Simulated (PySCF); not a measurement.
Breaking a bond: SMILES N#C (CHN). The C1–H3 bond (C1 also carries N; H3 carries nothing else) is pulled apart rigidly from the PBE0/def2-TZVP optimised geometry.

Level of theory: CCSD(T) on UHF/6-31G, 2 core orbitals frozen run with PySCF.

### Question
Relative to R = 1.07 Å, what are the energies at R = 1.78, 2.16, 3.22, 3.72 Å?

### Answer
71.6 kcal/mol at 1.78 Å, 104.2 kcal/mol at 2.16 Å, 120.6 kcal/mol at 3.22 Å, 120.8 kcal/mol at 3.72 Å.

The unrestricted determinant behind UCCSD(T) is spin-contaminated at 1.60 to 3.72 Å (<S²> up to 1.4, against 0.00 for a pure singlet).
